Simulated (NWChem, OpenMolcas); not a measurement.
How basis sets differ on CF (SMILES [C]F)

CF has 2 atoms, charge 0, and is taken as a doublet. SMILES: `[C]F`. The shape is that of a PBE0-D4/def2-TZVP optimisation.

| atom | x (Å) | y (Å) | z (Å) |
| --- | --- | --- | --- |
| C | 0.0000 | 0.0000 | 0.0031 |
| F | 0.0000 | 0.0000 | 1.2713 |

Each level gives the dipole moment (D). The values are calculated.

```csv
level,kind,program,value (D),CPU time
ROHF/ANO-R0 (sfX2C),Hartree–Fock,OpenMolcas,0.95,3.3 s
ROHF/ANO-RCC-MB (DKH2),Hartree–Fock,OpenMolcas,0.06,1.7 s
UHF/STO-3G,Hartree–Fock,NWChem,0.71,0.83 s
UHF/3-21G,Hartree–Fock,NWChem,0.21,1 s
UHF/def2-SVP,Hartree–Fock,NWChem,0.44,2.1 s
UHF/6-311G**,Hartree–Fock,NWChem,0.37,4 s
ROHF/cc-pVTZ,Hartree–Fock,OpenMolcas,0.45,2.8 s
UHF/cc-pVTZ,Hartree–Fock,NWChem,0.45,17 s
```

The values span 0.06 to 0.95 D. Magnitudes only. Sets without polarisation functions give poor dipoles. Without the sets that lack polarisation functions the rows with a basis span only 0.37 to 0.45 D. Times are those of the runs behind each value, whatever else they computed, on shared processors of several kinds: orders of magnitude only.
